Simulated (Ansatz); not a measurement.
Species: S$_{2}$ (charge 0, triplet). 
Coordinates optimised at B3LYP-D3(BJ)/def2-TZVP (Ansatz, an electronic-structure program):
```xyz
2

S      0.0000     0.0000    -0.9518
S      0.0000     0.0000     0.9518
```
Charge 0, spin multiplicity 3.

Basis-set convergence of Hartree-Fock and CCSD correlation energies (hartree) with Ansatz. Correlated levels leave the core frozen unless marked. UHF or UKS for open shells. Spin-orbit coupling is left out. No relativistic terms.

| basis | functions | E(HF) | E(corr, CCSD) |
|---|---|---|---|
| aug-cc-pV(D+d)Z | 64 | -795.07448 | -0.28047 |
| aug-cc-pV(T+d)Z | 110 | -795.10141 | -0.34611 |
| aug-cc-pV(Q+d)Z | 178 | -795.10766 | -0.36685 |

Extrapolating the two largest sets (X = 3 and 4) as X^-3: E(corr) = (64·(-0.36685) - 27·(-0.34611))/37 = -0.3820 Eh, an estimate of the basis-set limit. The largest set recovers 96.0 % of it, the smallest 73.4 %.
